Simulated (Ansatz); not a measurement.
Dissociation curve of SH, doublet.

- UKS-B3LYP = unrestricted B3LYP/def2-SVP in Ansatz (an electronic-structure program)
- FCI = Ansatz with full CI/def2-SVP, frozen core

Energies relative to the lowest point of each curve near equilibrium, in kcal/mol:

| R / Å | UKS-B3LYP |
|---|---|
| 1.07 | 41.6 |
| 1.16 | 16.4 |
| 1.24 | 5.0 |
| 1.39 | 0.3 |
| 1.42 | 1.0 |
| 1.55 | 7.9 |
| 1.65 | 15.7 |
| 1.82 | 30.8 |
| 2.01 | 47.6 |
| 2.25 | 64.6 |
| 2.42 | 72.3 |
| 3.66 | 85.6 |

### Question
Predict the corresponding FCI column.

### Answer
1.07: 41.1; 1.16: 15.8; 1.24: 4.6; 1.39: 0.5; 1.42: 1.3; 1.55: 8.7; 1.65: 16.7; 1.82: 31.3; 2.01: 46.3; 2.25: 60.6; 2.42: 67.5; 3.66: 79.1 (kcal/mol).

The scan ran from 1.02 to 5.35 Å; beyond the distances shown full CI changes its symmetry label. The unrestricted determinant behind UKS-B3LYP is spin-contaminated at 2.25 to 4.74 Å (<S²> up to 1.8, against 0.75 for a pure doublet).
